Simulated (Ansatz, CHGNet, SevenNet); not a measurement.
Volume per atom (Å³/atom) of solids drawn from the class of tetrahedrally bonded semiconductors and semimetals, from the machine-learned potential CHGNet 0.3.0 (trained on PBE and PBE+U data); the machine-learned potential CHGNet-r²SCAN (trained on r²SCAN data); the machine-learned potential SevenNet-0 (trained on PBE and PBE+U data); the machine-learned potential SevenNet-l3i5 (trained on PBE and PBE+U data); PBE (PAW; Ansatz, a quantum-chemistry and plane-wave program); r²SCAN in Ansatz (PAW).

```csv
solid,CHGNet 0.3.0,CHGNet-r²SCAN,SevenNet-0,SevenNet-l3i5,PBE,r²SCAN
wurtzite ZnO,12.40,11.87,12.41,12.42,12.32,?
wurtzite GaN,11.67,11.42,11.75,11.73,11.76,?
wurtzite CdSe,29.95,28.92,29.97,29.97,29.76,28.87
2H-SiC,10.51,10.32,10.50,10.50,10.50,10.34
wurtzite AlN,10.63,10.39,10.62,10.63,10.65,10.40
wurtzite CdS,26.23,25.54,26.27,26.23,26.04,25.40
```

### Question
Some entries are withheld; supply them.

### Answer

- wurtzite ZnO, r²SCAN: 11.81
- wurtzite GaN, r²SCAN: 11.37

The levels part most in proportion for wurtzite ZnO (11.81 to 12.42 Å³/atom) and least for 2H-SiC (10.32 to 10.51 Å³/atom).

Ansatz's runs of these crystals have no spin polarisation.

Ansatz's density-functional and Hartree–Fock values are scalar-relativistic unless marked +SOC, with PAW data made under PBE.

Machine-learned potentials (CHGNet 0.3.0, CHGNet-r²SCAN, SevenNet-0, SevenNet-l3i5) are trained on DFT data: a solid inside that data is no test of them.
